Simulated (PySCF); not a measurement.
Molecule: SMILES p12p3p1p23, P₄.

Bonds (- single, = double, # triple, : aromatic): P1-P2 2.201 Å, P2-P3 2.202 Å, P3-P4 2.200 Å, P3-P1 2.200 Å, P4-P1 2.201 Å, P4-P2 2.201 Å.

Geometry PBE0-D3(BJ)/def2-SVP throughout; GIAO in PySCF 2.14, gas phase, one conformer, non-relativistic; equivalent atoms averaged; basis pcSseg-2.

Problem. How do the shifts δ (against H3PO4 at the same level) depend on the functional? (ppm; last column core-seconds on 1 thread of an Arm Neoverse V1, shared host; the GGAs took longer than the global hybrids here, which isn't the general rule, and the cause wasn't traced)

Solution. 
```csv
functional,kind,P1/P2/P3/P4,core-s
HF,Hartree–Fock,-584.3,5.2
LDA,LDA,-582.9,9.2
PBE,GGA,-563.3,11
BLYP,GGA,-558.2,11
BP86,GGA,-559.0,10
OPBE,GGA,-544.5,12
KT2,GGA,-542.4,11
KT3,GGA,-530.6,11
B97-D,GGA,-550.5,11
B3LYP,global hybrid,-567.0,8.3
PBE0,global hybrid,-572.6,8.1
mPW1PW91,global hybrid,-569.8,8.5
```

Problem. What range do the values span?

Solution. P1/P2/P3/P4 (ring phosphorus): from -584.3 ppm with HF to -530.6 ppm with KT3.
